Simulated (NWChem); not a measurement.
# dimethylamine (C2H7N); SMILES CNC

```xyz
10

C      0.2217    -0.0034     1.2130
N     -0.5781     0.1185     0.0000
C      0.2217    -0.0034    -1.2130
H      0.8213    -0.9324     1.2740
H      0.9189     0.8414     1.2725
H     -0.4322     0.0419     2.0906
H     -1.2918    -0.6073     0.0000
H      0.8213    -0.9324    -1.2740
H     -0.4322     0.0419    -2.0906
H      0.9189     0.8414    -1.2725
```
Atoms are numbered in this order, from 1.

All runs: NWChem. Pople sets run with spherical d functions. STO-3G and 3-21G are far too small for this property and stand as cheap habits. The geometry was optimised at B3LYP/6-31G* (spherical d). GIAO values for the isolated, static molecule; σ is the absolute isotropic shielding, δ = σ(reference) − σ with the isolated reference molecule computed at the same levels (13C: tetramethylsilane, 1H: tetramethylsilane, 15N: ammonia).

For level Hartree-Fock/STO-3G:

```yaml
"δ C1 (ppm)": 37.7
"δ N2 (ppm)": 2.3
"δ H4 (rotor mean) (ppm)": 1.38
"δ H7 (ppm)": -0.88
```

Q: What are these values for level Hartree-Fock/6-31G*?

A: The δ C1 (ppm) comes out as 35.9 and the δ N2 (ppm) comes out as 7.1. The δ H4 (rotor mean) (ppm) comes out as 2.21 and the δ H7 (ppm) is -0.38.
